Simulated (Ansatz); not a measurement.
We consider rock-salt MgS, described by G0W0@r²SCAN in Ansatz (plane waves, hard PAW, contour deformation).

The cell has the measured lattice parameters. Conventional cell: a = 5.2033 Å, b = 5.2033 Å, c = 5.2033 Å, α = 90.00°, β = 90.00°, γ = 90.00°.

The quasiparticle gap at Γ at a fixed k mesh 4×4×4:

```csv
response cutoff,value (eV)
"150 eV, 270 empty bands",5.533
"200 eV, 416 empty bands",5.563
"250 eV, 581 empty bands",5.583
"300 eV, 763 empty bands",5.595
```

Question: Taking the value to converge with the response cutoff E as E^(−3/2), extrapolate from the last two rows.

Answer: With y = y∞ + c/w and weights w = 3953 and 5196 for the last two rows, y∞ = (w2 y2 − w1 y1)/(w2 − w1) = (5196 × 5.595 − 3953 × 5.583)/1243 = 5.633 eV, which lies 0.038 beyond the last row. Successive pairs of rows give 5.619, 5.633, 5.633. The limit also hangs on the law assumed, so its last digits aren't firm.

The other settings are not extrapolated, so this is the limit in one setting alone.

At the last cutoff the smallest gap on this mesh is 4.64 eV, with an edge away from Γ.

Ansatz is a first-principles code.
